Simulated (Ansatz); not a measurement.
Litharge PbO was calculated with LDA in Ansatz (plane waves, PAW).

Settings: plane-wave cutoff 520 eV, 10×10×8 k mesh (along the axes of the cell as run), Fermi–Dirac smearing 0.01 eV, scalar-relativistic PAW data made under PBE.

Starting structure:

```yaml
crystal:
  lattice:
    - [3.98000, 0.00000, 0.00000]
    - [0.00000, 3.98000, 0.00000]
    - [0.00000, 0.00000, 5.02000]
  atoms:
    - { symbol: Pb, position: [0.50000, 0.00000, 0.76500] }
    - { symbol: Pb, position: [0.00000, 0.50000, 0.23500] }
    - { symbol: O, position: [0.50000, 0.50000, 0.00000] }
    - { symbol: O, position: [0.00000, 0.00000, 0.00000] }
```

Problem. Into what structure does the relaxation of cell and atoms lead at this level, with the symmetry of the start kept?

Solution. The volume decreases by 4.3 %; final space group P4/nmm.
```yaml
crystal:
  lattice:
    - [3.94387, 0.00000, 0.00000]
    - [0.00000, 3.94387, 0.00000]
    - [0.00000, 0.00000, 4.89100]
  atoms:
    - { symbol: Pb, position: [0.50000, 0.00000, 0.75915] }
    - { symbol: Pb, position: [0.00000, 0.50000, 0.24085] }
    - { symbol: O, position: [0.50000, 0.50000, 0.00000] }
    - { symbol: O, position: [0.00000, 0.00000, 0.00000] }
```

Ansatz is an electronic-structure program.
